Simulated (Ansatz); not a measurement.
Rock-salt HfC, treated with PBEsol+SOC (PAW; Ansatz, a first-principles code).

Settings: plane-wave cutoff 520 eV, 20×20×20 k mesh, Fermi–Dirac smearing 0.05 eV, PAW data made under PBE.

Pressure at four volumes; x = ln(V/12.185 Å³). One pressure is withheld.

```tsv
V (Å³/atom)	x	P (GPa)
11.454	-0.0619	17.40
12.185	0.0000	0.03
12.672	0.0392	-9.00
12.916	0.0583	?
```

Problem. Pass a parabola P(x) through the three rows shown, estimate the bulk modulus and its pressure derivative near zero pressure, and predict the withheld pressure.

Solution. Slopes between the rows: (0.03 − (17.40))/(0.0000 − (-0.0619)) = -280.61 and (-9.00 − (0.03))/(0.0392 − (0.0000)) = -230.36 GPa. Their difference over the span 0.1011 is c = 50.25/0.1011 = 497.0 GPa, so P(x) = 17.40 + (-280.61)(x − (-0.0619)) + 497.0 (x − (-0.0619))(x − (0.0000)). At the middle row B = −dP/dx = −[-280.61 + 497.0 × 0.0619] = 249.8 GPa, and B′ = dB/dP = 2c/B = 4.0. At x = 0.0583 the parabola gives -12.85 GPa; the run gives -12.88 GPa. The Birch–Murnaghan fit to the energies at all volumes has B0 = 248 GPa and B′ = 3.9.

Measured, for comparison: bulk modulus 242 GPa (room temperature, no zero-point or thermal correction, sources range from 242 to 286; as tabulated in Synthesis of Binary Transition Metal Nitrides, Carbides and Borides from the …). Computed less measured: bulk modulus +2.5 % (inside the range of the sources held). A static lattice is as a rule a little smaller and stiffer than an uncorrected measurement, which can account for part of this in the bulk modulus.
